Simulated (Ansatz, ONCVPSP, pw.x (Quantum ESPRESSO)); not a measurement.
# From atom to crystal: ONCV potential for aluminium

ONCVPSP 4.0.1.1 (patched build) input, shortened (lines: element, Z, core and valence counts, functional; n l f; lmax; l rc ep ncon nbas qcut; lloc lpopt rc5 dvloc0; l nproj debl; icmod fcfact rcfact), LDA (Perdew-Wang 92), scalar-relativistic:

```
  Al 13.00    3    1  -001012      upf
    1    0    2.00
    2    0    2.00
    2    1    6.00
    3    0    2.00
    2
    0    2.10    0.00    4    7    3.90
    1    2.10    0.26    3    6    3.30
    2    1.65    0.26    4    9    5.80
    4    4    1.45    2.00
    0    1    3.90
    1    2    0.70
    2    2    1.00
    3    2.50    1.25
```

In the p channel the program set the typed energies aside and used 0.050, 0.750 Ha.

Crystal test: fcc Al in pw.x 7.5, no spin, 14³ k-points, Fermi–Dirac smearing 0.01 Ry, cutoffs 50/200 Ry. The reference is all-electron LAPW (Ansatz 0.2.0) with the same functional, mesh and smearing; V0 and B0 come from Birch–Murnaghan fits to the pressures at five volumes. Errors are pseudo minus all-electron; Δ is the rms difference of the E(V) curves that follow from these fits, minima aligned, over ±6 % about the mean V0. Mesh and smearing are coarse, so the numbers serve the comparison and aren't converged zero-temperature values; the lattice is a test structure that the element need not adopt.

All-electron: a0 = 3.983 Å (V0 = 15.80 Å³/atom), B0 = 82.8 GPa.

Problem. How far does the potential miss the all-electron equation of state?

Solution. mean pressure error (GPa): -1.17; a0 (Å): 3.964; a0 error (%): -0.48; B0 error (%): +0.7; Δ (meV/atom): 4.1.

| V (Å³/atom) | P all-electron (GPa) | P pseudo (GPa) |
| --- | --- | --- |
| 15.050 | 4.50 | 3.08 |
| 15.446 | 1.97 | 0.69 |
| 15.842 | -0.23 | -1.38 |
| 16.238 | -2.14 | -3.17 |
| 16.634 | -3.79 | -4.72 |

Problem. At the middle volume, how do free energy and pressure move when the wave cutoff is lowered (ecutrho kept at four times it)?

Solution.

| cutoff (Ry) | shift of F (meV/atom) | shift of P (GPa) |
| --- | --- | --- |
| 22 | +8.3 | -0.03 |
| 30 | +3.2 | +0.04 |
| 40 | +2.1 | +0.02 |

The run at the middle volume (104 k-points, 6 iterations) took about 9.5 s on one core of a shared host (Neoverse-N1, 64 threads, 124 GiB, load 56).
